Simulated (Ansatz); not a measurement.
The cell was built from the fcc type and relaxed in the same program; it needn't be a known or the stable phase. The listed cell was then made from it by scaling, straining or moving an atom.

Ni: DFT, PBE, all-electron PAW with datasets made for the crystal, scalar-relativistic (Ansatz 0.2.0). What sets it apart from a plain run of this crystal: volume scaled by 0.9405.

```yaml
crystal:
  lattice:
    - [0.0, 1.7239865095, 1.7239865095]
    - [1.7239865095, 0.0, 1.7239865095]
    - [1.7239865095, 1.7239865095, 0.0]
  atoms:
    - { symbol: Ni, position: [0.0, 0.0, 0.0], spin: 1.5 }
magnetization:
  spin_polarized: true
kpoints:
  mp_grid: { grid: [18, 18, 18] }
scf:
  occupations: { method: fermi_dirac, width: 0.08 }
hamiltonian:
  xc: pbe
  pseudopotentials: { kind: all_electron, datasets: crystal }
output:
  forces: true
  stress: true
  eigenvalues: true
  efg: { contact_densities: true }
```

Output (standing set-up lines are left out):

```
hamiltonian.pseudopotentials.datasets: crystal makes datasets for this crystal and solves the spheres of its atoms anew in each pass: cutoff 340.0 eV, the density's 1700.0 eV; for an error of 0.50 meV an atom under PBE, 0.5 meV for the cell; an energy difference from a run of another recipe may be off by several times the error for the cell, under r2SCAN by more, where some 0.1 meV an atom stays at smaller errors; Ni in spheres of 1.217 Å, 18 of its electrons in bands
Pseudopotential: Ni, paw, valence charge 18, recommended cutoff 340 eV (normal), Koelling and Harmon's equation, gaussian nucleus
Crystal: 1 atoms, lattice volume = 10.248 Å³
Basis set: ecut = 340 eV, 137 PW (Γ), exchange–correlation on 36×36×36 points (8 copies of the dense FFT grid, shifted against one another)
PAW one-centre angular grid: Ni, 590 points (default); XC on its mesh's 1893 points in the sphere
iter 1 solved again at ethr=8.27e-5 eV; its pass at ethr=1.00e-1 eV (dr2=1.49e-2 eV) is discarded
SCF iter   1: F=—  HF=-41382.893068 eV  |F-HF|=—  |Δ(HF+E_count)|=         —  Δρ=1.58e-2 (↑1.58e-2 ↓1.12e-2)  dr2=1.64e-2  dr2_m=5.67e-4  M=0.609 μB ∫|m|=0.690 μB  β_m=0.30  ethr=8.27e-5  ⟨swp⟩=3.3  Hψ=30709  notcnv=0
preconditioner: auto → none  [metal: Δε(μ)=0.003 eV  Ē_g=17.826 eV  σ=0.080 eV  W_gap=0.01  n_scr=0 (ndim 8)  ℏωp=36.7 eV  f_vac=0.000  D(μ)=1.53/eV (n_scr^D=26)]
SCF iter   2: F=—  HF=-41382.860042 eV  |F-HF|=—  |Δ(HF+E_count)|=   3.30e-2  Δρ=1.82e-2 (↑1.82e-2 ↓1.70e-2)  dr2=5.98e-2  dr2_m=1.47e-4  M=0.619 μB ∫|m|=0.701 μB  β_m=0.34  ethr=8.27e-5  ⟨swp⟩=3.0  Hψ=13128  notcnv=0
SCF iter   3: F=—  HF=-41382.851198 eV  |F-HF|=—  |Δ(HF+E_count)|=   8.84e-3  Δρ=7.64e-3 (↑7.64e-3 ↓5.55e-3)  dr2=4.34e-3  dr2_m=1.11e-4  M=0.613 μB ∫|m|=0.695 μB  β_m=0.43  ethr=8.27e-5  ⟨swp⟩=2.6  Hψ=9785  notcnv=0
iter 4 solved again at ethr=9.89e-7 eV; its pass at ethr=2.41e-5 eV (dr2=1.78e-4 eV) is discarded
SCF iter   4: F=—  HF=-41382.850491 eV  |F-HF|=—  |Δ(HF+E_count)|=   7.07e-4  Δρ=1.51e-3 (↑1.51e-3 ↓1.10e-3)  dr2=1.72e-4  dr2_m=1.17e-5  M=0.613 μB ∫|m|=0.695 μB  β_m=0.43  ethr=9.89e-7  ⟨swp⟩=2.0  Hψ=21446  notcnv=0  defer=2
SCF iter   5: F=—  HF=-41382.850840 eV  |F-HF|=—  |Δ(HF+E_count)|=   3.49e-4  Δρ=9.68e-4 (↑9.68e-4 ↓6.71e-4)  dr2=5.93e-5  dr2_m=4.47e-6  M=0.613 μB ∫|m|=0.695 μB  β_m=0.71  ethr=9.58e-7  ⟨swp⟩=2.0  Hψ=9148  notcnv=0
SCF iter   6: F=—  HF=-41382.851086 eV  |F-HF|=—  |Δ(HF+E_count)|=   2.46e-4  Δρ=4.55e-5 (↑3.61e-5 ↓4.55e-5)  dr2=4.36e-7  dr2_m=1.06e-8  M=0.612 μB ∫|m|=0.695 μB  β_m=0.86  ethr=3.29e-7  ⟨swp⟩=3.0  Hψ=9783  notcnv=0
SCF iter   7: F=—  HF=-41382.851086 eV  |F-HF|=—  |Δ(HF+E_count)|=   1.30e-7  Δρ=5.12e-6 (↑5.12e-6 ↓4.53e-6)  dr2=2.98e-9  dr2_m=1.08e-9  M=0.612 μB ∫|m|=0.695 μB  β_m=0.93  ethr=2.42e-9  ⟨swp⟩=3.0  Hψ=10460  notcnv=0
SCF iter   8: F=-41382.851086 eV  HF=-41382.851086 eV  |F-HF|=3.30e-9  |Δ(HF+E_count)|=   6.51e-9  Δρ=2.79e-6 (↑2.79e-6 ↓1.31e-6)  dr2=8.58e-10  dr2_m=1.51e-10  M=0.612 μB ∫|m|=0.695 μB  ethr=1.66e-11  ⟨swp⟩=3.0  Hψ=10254  notcnv=0
24 of the run's printed levels, from 40.51 eV on, may lie off, as they stand: their residual norms reach 1.6 eV (residual_norms_ev in the JSON report holds each one's)
SCF 1 converged in 8 iterations: F = -41382.851088 eV  dr2 = 8.58e-10
  Residual-converged pass: ⟨swp⟩=2.0  Hψ=6723  notcnv=0  max |occ|·‖R‖ = 3.7e-6 eV (tolerance 3.7e-6 eV)  dr2=8.57e-10  dr2_m=1.50e-10  dr2_onsite=6.89e-9  max |Δocc| = 1.1e-11
  greatest PAW one-centre occupation: 1.013 electrons in one spin orbital (limit 2), on the Ni atom at site 0 (counted from 0), in its partial waves of l = 1
SCF converged after 8 iterations
Magnetization: 0.6122 μB (9.3061 up, 8.6939 down)
Absolute magnetization: 0.6952 μB (∫|ρ↑−ρ↓|)
Spin contamination: -0.0898 ħ² per cell (⟨S²⟩ above its minimum at these occupations)
Per-site moments (μB) at R_I (Å): [(0.6479010682037947, 1.0057101050218007)]
Free energy (F): -41382.851088 eV
Harris-Foulkes:  -41382.851088 eV  (|F-HF|=3.30e-9)
Internal energy: -41382.819647 eV  (E = F + TS)
E sigma→0 (E₀):  -41382.835367 eV
Entropy (-TS):   -0.031441 eV (-31.441 meV/atom)
Past the cutoff: the bands carry plane waves up to 1.75 times it, of which those up to 1.5 times it add -0.000477 eV an atom, each by itself; the spheres take 0.000263 eV an atom off the energy for waves past 1.75 times it
By the cutoff:   a pressure is off by up to 0.009 GPa (1.2 times the spheres' own share and the shells' term, over an atom's volume, and 0.004 GPa: a bound that held against runs at twice the plane waves)
Past the cutoffs: a stress includes 0.0008 GPa for waves and charges beyond them, in addition to the slope of what the spheres take
In the spheres:  the bands' charges fall short by 2.8e-7 e at most (sound up to 1e-3)
Fermi energy:    19.716987 eV
--- Per-component energies (eV) ---
  The terms above E_closure are by the made datasets' own strengths, without shells solved beside the bands.
--- Forces (eV/Å), atoms counted from 1 ---
  atom   1  Ni    -0.00000000    -0.00000000     0.00000000
  max |Σ_I F_I| component: 4.52e-32 eV/Å
--- Stress (GPa, compression-positive) ---
       14.138192      -0.000000       0.000000
       -0.000000      14.138192       0.000000
        0.000000       0.000000      14.138192
  P = ⅓ Tr σ = 14.1382 GPa (141.382 kbar)
--- PAW observables at the nuclei: V_zz in 10²¹ V/m², potentials from the cell's mean, atoms counted from 1 ---
  atom   1  Ni V_zz =    -0.000000   η = 0.0000   by run symmetry: forbidden
            electrostatic potential = -3577.399095 V   contact ρ = 130480.855727 e/Å³   contact ρ_s (e/Å³): all electrons -1.343939, valence +1.331390
--- Band table (eV; the first three rows and the last of 390) ---
  k-point 0 ↑: bands = ["-84.0481", "-44.2742", "-44.2742", "-44.2742", "10.1742", "17.1162", "17.1162", "17.1162", "18.4068", "18.4068", "43.6605"]
  k-point 1 ↑: bands = ["-84.0468", "-44.2825", "-44.2753", "-44.2753", "10.3007", "17.0809", "17.1460", "17.1460", "18.3936", "18.3936", "43.3254"]
  k-point 2 ↑: bands = ["-84.0430", "-44.3063", "-44.2787", "-44.2787", "10.6744", "16.9852", "17.2244", "17.2244", "18.3650", "18.3650", "41.6449"]
  k-point 194 ↓: bands = ["-83.1715", "-43.6750", "-43.6470", "-43.5823", "15.9376", "16.7260", "17.2836", "18.9151", "20.1498", "27.0635", "28.7855"]
```
